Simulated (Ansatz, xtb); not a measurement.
Species: Na2, net charge 1, doublet state. 
Geometry from a B3LYP-D3(BJ)/def2-TZVP (Ansatz, a first-principles code) optimisation:
```
Na
Na 1 4.0079
```
Charge +1, spin multiplicity 2.

Harmonic wavenumbers from GFN2-xTB (xtb, at its own minimum), cm⁻¹: 102.

**Question.** Give the harmonic wavenumbers at B3LYP-D3(BJ)/def2-TZVP (Ansatz, finite differences of forces, unscaled).

**Answer.** 83 cm⁻¹. Zero-point energy 0.1 kcal/mol.

**Question.** From these and the geometry, give the ideal-gas thermochemistry at 298.15 K and 1 atm (rigid rotor, harmonic oscillator).

**Answer.** Point group D∞h, rotational symmetry number 2. Rotational constants 2.737, 2.737 GHz. S(trans) 37.40, S(rot) 15.97, S(vib) 3.82, S(elec, spin only) 1.38, S 58.6 cal/(mol K). H(298) - H(0) 2.56 kcal/mol; G - E(el) -14.8 kcal/mol.
